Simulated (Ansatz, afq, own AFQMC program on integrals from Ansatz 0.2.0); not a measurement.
**Where AFQMC and coupled cluster stand for H3O, doublet**

```tsv
atom	x (Å)	y (Å)	z (Å)
O	-0.1485	-0.0491	0.0000
H	-0.3978	0.8775	0.0000
H	0.9725	-0.0491	0.0000
H	1.7825	-0.0491	0.0000
```

Basis cc-pVTZ. Noble-gas cores (and the filled d shells of Ga–Kr and In–Xe) are frozen. Ansatz 0.2.0 and our own AFQMC program on the same integrals; the CISD trial comes from CCSD amplitudes, and released means the phaseless constraint is let go. Error bars are statistical, one sigma.

Determinant: UHF, the one that the program's search chose, which needn't be the lowest solution. The geometry is a point of a scan.

No full CI on the walks' own integrals is used here; CCSDT(Q) serves as the reference and is uncertain by about the last step of the cluster series.

* T1 diagnostic: 0.0186
* weight of the determinant in the CISD state: 0.922
* ⟨S²⟩ of the determinant: 0.783
* size of the correlated space: 9 electrons in 71 orbitals

```csv
level,correlation energy (eV)
MP2,-7.2408
CCSD,-7.6405
CCSD(T),-7.8692
```

(1) Estimate where AFQMC with the constraint released lies against CCSD(T) on the same integrals.

(1) 23.3 ± 5.7 meV below CCSD(T).

Reference: CCSDT(Q), correlation energy -7.890 eV. The released energy is read at 2.40 1/Eh (meV from the phaseless value at times in 1/Eh: -7 ± 3 at 0.24, -9 ± 3 at 0.51, -15 ± 3 at 0.99, -9 ± 3 at 1.62, -14 ± 6 at 2.40).

```
         level  E − E(reference) (meV)  share of correlation (%)
       CCSD(T)                    20.3                     99.74
         CCSDT                    11.9                     99.85
 ph-AFQMC/CISD              10.9 ± 4.8                     99.86
released AFQMC              -3.0 ± 5.7                    100.04
```

A walk keeps the symmetry of its determinant, which the program's search chose and which needn't be the lowest solution, so a lower state of the same spin and another symmetry isn't excluded. Released energies are given only where the last usable release times agree within the noise; a slower fall can still hide under it.
